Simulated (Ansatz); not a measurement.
Born–Oppenheimer molecular dynamics of AlH7N2 (10 atoms, charge 0, multiplicity 1). It starts at the highest image of a converged band. Of that band: The profile has 2 maxima (images 1, 3) with wells between them (image 2): this band takes more than one step, which may be the mechanism or a detour left from its start path. Neighbouring images differ by up to 1.9 eV, so the band resolves the path poorly. A vibrational analysis at the climbing image gives one clearly imaginary mode, 1743i cm⁻¹: a first-order saddle point.

Method: RHF/def2-SVP (Ansatz 0.2.0).

| Property | Result |
| --- | --- |
| ensemble | NVE (velocity Verlet) |
| time step | 0.5 fs |
| steps asked | 200 |
| starting velocities drawn for | 100 K |
| seed | 11874 |

First frame:

```xyz
10
Properties=species:S:1:pos:R:3
Al 0.111 0.397 -0.099
H 0.012 0.012 1.704
N 1.685 -0.010 -0.823
H 1.815 -0.763 -1.472
H 2.578 0.360 -0.564
H -1.234 -0.123 -0.738
N 0.009 2.096 0.776
H 0.816 2.688 0.879
H -0.814 2.671 0.714
H -0.028 1.018 1.617
```

Problem. How far do the bonds stretch over the last three quarters of this one trajectory? (Pairs bonded in most of those frames.)

Solution. 
| bond | mean (Å) | spread (Å) | shortest | longest |
| --- | --- | --- | --- | --- |
| Al1–N3 | 1.773 | 0.030 | 1.73 | 1.82 |
| Al1–H6 | 1.582 | 0.019 | 1.55 | 1.61 |
| Al1–N7 | 1.779 | 0.043 | 1.70 | 1.85 |
| H2–H10 | 0.748 | 0.015 | 0.73 | 0.77 |
| N3–H4 | 1.004 | 0.012 | 0.98 | 1.02 |
| N3–H5 | 1.004 | 0.015 | 0.98 | 1.03 |
| N7–H8 | 1.003 | 0.006 | 0.99 | 1.01 |
| N7–H9 | 1.005 | 0.004 | 1.00 | 1.01 |

Mean temperature of the second half: 1197 K. The conserved energy stayed within 0.11 meV per atom of its start (net change 0.0042 meV per atom), so the integration is sound. The kinetic energy rose, since the run started high on the potential surface and went downhill. It ends in pieces (AlH5N2 + H2), so much of that is their flight and rotation, not heat. A run of 0.1 ps of so small a system gives no equilibrium averages. The orbitals stay closed-shell, which can raise the energy where a bond breaks towards radicals; this wasn't checked here.

Time of the run: 96 s on 2 threads of Arm Neoverse V1, with other jobs on the host, peak memory 0.16 GiB.
